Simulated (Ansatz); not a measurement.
Input for Ansatz (development build ahead of 0.2.0):

```yaml
crystal:
  periodic: [false, false, false]
  atoms:
    - { symbol: H, position_ang: [0.0, 0.0, 0.48143] }
    - { symbol: F, position_ang: [0.0, 0.0, -0.48143] }
basis:
  gaussian: { orbitals: cc-pVDZ }
hamiltonian:
  xc: hf
correlation:
  method: ccsd_t
  frozen_orbitals: { F: 1, H: 0 }
```

The input is written out in the form of the current development build from the run's settings.

The run gave:

- Converged: yes
- Reference energy: -100.01556 hartree
- CCSD correlation energy: -0.20873 hartree
- Triples correction: -0.00202 hartree
- Total energy: -100.22630 hartree
- Spin squared of the determinant: 0.000
